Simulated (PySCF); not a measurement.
## Orbital picture of SiN⁺

ωB97X-V at R = 1.788 Å; Si def2-TZVPPD, N def2-TZVPPD; no relativity (PySCF 2.14). State: ³Σ⁻ (triplet), unpaired electrons π ↑↑. Only the outer orbitals are listed, counted within each symmetry.

| spin | orbital | occ. | ε (eV) | on Si (%) | main shells (%) |
| --- | --- | --- | --- | --- | --- |
| α | 5σ | 1 | -33.60 | 18 | 78 N s, 10 Si s |
| α | 6σ | 1 | -22.60 | 62 | 62 Si s, 24 N p, 14 N s |
| α | 2π | 1 | -19.86 | 14 | 85 N p, 10 Si p |
| α | 2π | 1 | -19.86 | 14 | 85 N p, 10 Si p |
| α | 7σ | 1 | -18.20 | 51 | 44 N p, 28 Si p, 22 Si s |
| α | 3π | 0 | -7.58 | 91 | 89 Si p, 9 N p |
| α | 3π | 0 | -7.58 | 91 | 89 Si p, 9 N p |
| α | 8σ | 0 | -4.05 | 81 | 55 Si p, 23 Si d, 12 N s |
| β | 5σ | 1 | -30.57 | 24 | 71 N s, 14 Si s |
| β | 6σ | 1 | -21.81 | 67 | 65 Si s, 17 N s, 16 N p |
| β | 7σ | 1 | -17.52 | 45 | 47 N p, 31 Si p, 13 Si s |
| β | 2π | 0 | -9.67 | 57 | 54 Si p, 42 N p |
| β | 2π | 0 | -9.67 | 57 | 54 Si p, 42 N p |
| β | 3π | 0 | -6.05 | 55 | 45 N p, 45 Si p, 10 Si d |

Question: Which are the highest filled and the lowest empty level, where do they sit, and how wide is the gap?

Answer: Highest filled β 7σ at -17.52 eV (in %: 47 N p, 31 Si p, 13 Si s); lowest empty β 2π at -9.67 eV (in %: 54 Si p, 42 N p); the gap at ωB97X-V is 7.85 eV.

```
bond order (Mayer)                                                                                                : 1.39
⟨S²⟩                                                                                                              : 2.005
charge on Si (Mulliken, basis-dependent)                                                                          : 1.02
charge on Si (Löwdin, basis-dependent)                                                                            : 1.07
dipole moment (positive dipole points towards N; it is taken about the centre of mass and depends on that origin) : -2.63 D
```

The state was picked by a PBE0 search and need not be the measured ground state.
